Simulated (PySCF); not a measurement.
Two structures of SiNH₃, closed shell, reached by relaxing down either side of one saddle point (PBE0-D4/def2-TZVP). Energies are electronic, without zero-point energy. Computed with PySCF 2.14 with density fitting (its default auxiliary sets; JK sets also for MP2 and CCSD(T)) (basis: def2-TZVPP and def2-QZVPP); correlated methods freeze the cores. Extrapolation: Hartree–Fock as exp(−7.88 √X), correlation as X^−2.97. First:

H1  (-0.545, -1.421, 0.200)
N2  (-0.215, -0.469, 0.233)
Si3  (0.373, 0.326, -1.158)
H4  (0.672, 1.634, -0.418)
H5  (-0.282, -0.078, 1.160)
(Å)

Second:

H1  (-0.545, -1.106, -1.344)
N2  (0.239, -0.422, 1.075)
Si3  (-0.123, -0.029, -0.425)
H4  (-0.104, 1.307, -1.085)
H5  (0.534, 0.277, 1.744)
(Å)

Problem. Which bonds change from the first to the second?

Solution. SiNH₃ ([NH2][SiH]) → SiNH₃ ([NH][SiH2]); bonds formed: H1–Si3; bonds broken: H1–N2.

Problem. Give the saddle point's structure and its height above each. (An estimate is asked for; the value comes from the calculation.)

Solution. Computed: 67.92 kcal/mol above the first and 52.16 kcal/mol above the second (CCSD(T) at an estimated basis limit (MP2 extrapolated from triple and quadruple zeta, plus CCSD(T) − MP2 in triple zeta)).
```
atom    x (Å)    y (Å)    z (Å)
  H1  -0.6813  -1.0691  -0.4602
  N2   0.3648  -0.5776   0.6398
 Si3   0.2299   0.1291  -0.8628
  H4  -0.1545   1.6028  -0.8460
  H5   0.2411  -0.0853   1.5291
```

No T1 diagnostic of these runs exceeds 0.029. The T1 diagnostic is large here, which may signal multireference character or strong orbital relaxation, so CCSD(T) is less sure. The restricted Hartree–Fock reference is unstable towards an unrestricted one at one or more of these structures.

Labels in which every atom is bracketed show which atoms are joined, not bond orders.

For scale, one of the runs: CCSD(T)/def2-TZVPP, 115 basis functions, launched by `OMP_NUM_THREADS=4 python run.py`. The run took about 32 s on 4 CPU threads of a Oxide Virtual Turin-like (shared host).
